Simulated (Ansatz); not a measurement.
The parent structure is Nb in the bcc (W type) structure (space group Im-3m, No. 229).

```
Nb
1.0
   -1.63563     1.63563     1.63563
    1.63563    -1.63563     1.63563
    1.63563     1.63563    -1.63563
Nb
1
Direct
  0.00000   0.00000   0.00000
```

Method: PBEsol (Ansatz, a quantum-chemistry and plane-wave program, PAW, no SOC).

| level | lattice parameter a |
|---|---|
| PBEsol | 3.271 Å |

Problem. What does experiment give, and how far off is each level?

Solution. Measured: lattice parameter a 3.294 Å (static lattice; corrected from measurement; as listed in Daniel Mejia-Rodriguez, S. B. Trickey, Phys. Rev. B (2018)). Computed minus measured — lattice parameter a: PBEsol -0.7 %.

No phonon test of stability was made. The final runs are not spin-polarised.
